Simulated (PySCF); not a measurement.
## CS: calculation against experiment

**What was measured.**

From NIST CCCBDB Release 22 (SRD 101), experimental dipoles, for the gas: dipole moment (microwave Stark effect, vibrational ground state) 1.958 ± 0.005 D.

From Liu, Meijer, Perez-Rios, Phys. Chem. Chem. Phys. 22 (2020) 24191, for the gas: dipole moment 1.958 D.

The runs below try to reproduce these values; the comparison stands at the end.

Compound: CS.
SMILES with atom numbers: `[C-:1]#[S+:2]`

Geometry (GFN2-xTB, Å), atoms numbered from 1 in this order:
```
atom  x, y, z in Å
C1     0.7620   -0.0034   -0.0023
S2    -0.7592    0.0046   -0.0119
```

The PySCF runs (gas phase, on this GFN2-xTB geometry; no spin–orbit coupling):

```csv
level,job,basis functions,wall time
PBE0/def2-SVPD,"8 singlets by full TDDFT, 3 Tamm–Dancoff triplets, polarisability",47,1.8 s
```

Hardware: an x86-64 server with one thread (shared host).

**Comparison with experiment**

**Dipole moment.** Measured: 1.958 D (NIST CCCBDB Release 22 (SRD 101), experimental dipoles) and 1.958 D (Liu, Meijer, Perez-Rios, Phys. Chem. Chem. Phys. 22 (2020) 24191). Differences are taken against the first.

| level | computed (D) | computed − measured (D) | % (from the printed values) |
| --- | --- | --- | --- |
| PBE0/def2-SVPD | 1.980 | +0.022 | +1 |

The computed dipoles belong to one fixed geometry; measured ones are averaged over vibrations unless marked μe. Magnitudes are compared, not signs.

The geometry is computed, not the measured one. Where a level misses, the cause wasn't examined.
